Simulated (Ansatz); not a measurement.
B2C⁻. Total charge -1; doublet. Geometry PBE0-D4/def2-TZVPD.

Cartesian coordinates in Å:
```
B -1.082 -0.258 0.856
B 1.067 0.252 -0.845
C 0.015 0.005 -0.011
```

Another isomer (doublet) lies 0.45 eV lower at PBE0-D4/def2-TZVPD; other spin states weren't run for this one.

(1) Estimate the α-spin orbital energies around the gap (eV) in Ansatz with PBE-D4/def2-TZVPD, r2SCAN-D4/def2-TZVPD, PBE0-D4/def2-TZVPD.

Results:

(1) 
```json
{"orbital": "HOMO−5", "PBE-D4/def2-TZVPD": "-10.49", "r2SCAN-D4/def2-TZVPD": "-11.40", "PBE0-D4/def2-TZVPD": "-12.79"}
{"orbital": "HOMO−4", "PBE-D4/def2-TZVPD": "-6.18", "r2SCAN-D4/def2-TZVPD": "-6.75", "PBE0-D4/def2-TZVPD": "-7.96"}
{"orbital": "HOMO−3", "PBE-D4/def2-TZVPD": "-1.05", "r2SCAN-D4/def2-TZVPD": "-1.62", "PBE0-D4/def2-TZVPD": "-3.10"}
{"orbital": "HOMO−2", "PBE-D4/def2-TZVPD": "-1.01", "r2SCAN-D4/def2-TZVPD": "-1.17", "PBE0-D4/def2-TZVPD": "-1.99"}
{"orbital": "HOMO−1", "PBE-D4/def2-TZVPD": "-1.01", "r2SCAN-D4/def2-TZVPD": "-1.17", "PBE0-D4/def2-TZVPD": "-1.99"}
{"orbital": "HOMO", "PBE-D4/def2-TZVPD": "-0.33", "r2SCAN-D4/def2-TZVPD": "-0.57", "PBE0-D4/def2-TZVPD": "-0.91"}
{"orbital": "LUMO", "PBE-D4/def2-TZVPD": "2.63", "r2SCAN-D4/def2-TZVPD": "2.80", "PBE0-D4/def2-TZVPD": "3.44"}
{"orbital": "LUMO+1", "PBE-D4/def2-TZVPD": "2.63", "r2SCAN-D4/def2-TZVPD": "2.80", "PBE0-D4/def2-TZVPD": "3.44"}
{"orbital": "LUMO+2", "PBE-D4/def2-TZVPD": "3.41", "r2SCAN-D4/def2-TZVPD": "4.40", "PBE0-D4/def2-TZVPD": "3.65"}
{"orbital": "LUMO+3", "PBE-D4/def2-TZVPD": "3.87", "r2SCAN-D4/def2-TZVPD": "5.11", "PBE0-D4/def2-TZVPD": "4.34"}
{"orbital": "LUMO+4", "PBE-D4/def2-TZVPD": "4.96", "r2SCAN-D4/def2-TZVPD": "5.90", "PBE0-D4/def2-TZVPD": "5.38"}
{"orbital": "LUMO+5", "PBE-D4/def2-TZVPD": "5.47", "r2SCAN-D4/def2-TZVPD": "6.03", "PBE0-D4/def2-TZVPD": "6.15"}
{"orbital": "β HOMO", "PBE-D4/def2-TZVPD": "-0.03", "r2SCAN-D4/def2-TZVPD": "-0.01", "PBE0-D4/def2-TZVPD": "-0.55"}
{"orbital": "β LUMO", "PBE-D4/def2-TZVPD": "0.68", "r2SCAN-D4/def2-TZVPD": "0.84", "PBE0-D4/def2-TZVPD": "1.44"}
```
